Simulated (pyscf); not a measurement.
Structures and frequencies: ωB97X-D3(BJ)/def2-SVP in PySCF.

Question: Estimate by transition-state theory the rate constant of `[F][Nb]([F])([F])([F])[F]` + `[ClH]` → `[FH]` + `[F][Nb]([F])([F])([F])[Cl]` (singlet surface; F–Nb, Cl–H broken, F–H, Cl–Nb formed) at 298 K, with ωB97M-D3(BJ)/def2-TZVP energies (ideal gas, 1 atm, RRHO with modes under 100 cm⁻¹ raised to 100, one conformer, R ln 2 for chiral ones without a mode under 150 cm⁻¹; no tunnelling).

Answer: The electronic barrier is 8.3 kcal/mol and the thermal terms add +9.1, so ΔG‡ = 17.3 kcal/mol. With k_BT/h = 6.21e+12 s⁻¹ and RT = 0.592 kcal/mol, and a volume of 4.06e-20 cm³ per molecule at 1 atm, k = 5.2e-20 cm³ molecule⁻¹ s⁻¹. Wigner's tunnelling factor for 687i cm⁻¹ would be 1.46, likely too low at so high a frequency. A shift of 1 kcal/mol in the barrier changes k by a factor 5.4. On the reactant side the descent ends in an adduct with a Cl–Nb contact, 8.4 kcal/mol under the separated species and 13.0 kcal/mol under the saddle at ωB97X-D3(BJ)/def2-TZVP. On the product side the descent ends in an adduct with a F–Nb contact, 8.9 kcal/mol under the separated species and 9.2 kcal/mol under the saddle at ωB97X-D3(BJ)/def2-TZVP. What is counted as formed (Cl–Nb) is already present as a longer contact in the reactant adduct; forming that adduct is a step of its own. What is counted as broken (F–Nb) persists as a longer contact in the product adduct; parting that adduct is a step of its own. At ωB97X-D3(BJ) the barrier from the zero used here is 4.6 kcal/mol. One saddle was located; it need not be the lowest between these sides. Elements past Kr carry the def2 core potentials, without spin-orbit coupling.
